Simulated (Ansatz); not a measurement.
The input, for Ansatz 0.2.0:

```yaml
crystal:
  periodic: [false, false, false]
  atoms:
    - {symbol: Mo, position_ang: [0.000000, 0.000000, 0.000000]}
    - {symbol: N, position_ang: [0.000000, 0.000000, 1.601800]}
basis:
  gaussian: {orbitals: def2-SVP}
magnetization: {spin_polarized: false, initial_magnetization: 3}
hamiltonian: {xc: hf}
output: {forces: true, orbitals: {seedname: orbitals}}
```

```sh
$ ansatz run in.yaml --threads 1 --pin off --events-out ev --progress --plain --max-ram 2393MiB
```

The program prints:

```
469 factors; integrals over basis functions are off by at most 1.4e-3 eV
mean field evaluation 1: about -3310.4423 eV, gradient 4.7e1 eV
mean field evaluation 2: about -3310.5851 eV, gradient 4.7e1 eV
mean field evaluation 4: about -3315.4926 eV, gradient 3.3e0 eV
mean field evaluation 8: about -3315.5475 eV, gradient 4.3e-1 eV
mean field evaluation 16: about -3251.5971 eV, gradient 1.6e2 eV
mean field evaluation 32: about -3311.4166 eV, gradient 3.9e0 eV
mean field evaluation 64: about -3309.4209 eV, gradient 3.1e1 eV
mean field evaluation 96: about -3311.3106 eV, gradient 1.1e1 eV
mean field evaluation 128: about -3295.8112 eV, gradient 3.5e1 eV
mean field -3315.54932072 eV, -121.8441901765 hartree, gradient 2.1e-5 eV, S^2 3.750000; 2 other end points of the search recorded, 0 dependent functions left out
the calculation of the forces begins
reference -3315.54932072 eV, -121.8441901765 hartree; 12, 9 occupied and 33, 36 virtual orbitals, 469 factors
Total energy: -3315.54932072 eV, -121.8441901765 hartree
Atom 0 at     0.000000     0.000000     0.000000 Å, force    -0.000000    -0.000000     2.498157 eV/Å
Atom 1 at     0.000000     0.000000     1.601800 Å, force     0.000000     0.000000    -2.498157 eV/Å
Dipole moment:     0.000000     0.000000    -0.776910 e Å
```

Forces (eV/Å):
```
Mo   0.000  0.000  2.498
N    0.000  0.000 -2.498
```

Ran on 1 thread of Arm Neoverse V1, shared host: 0.9 s wall, 0.16 GiB peak host memory.
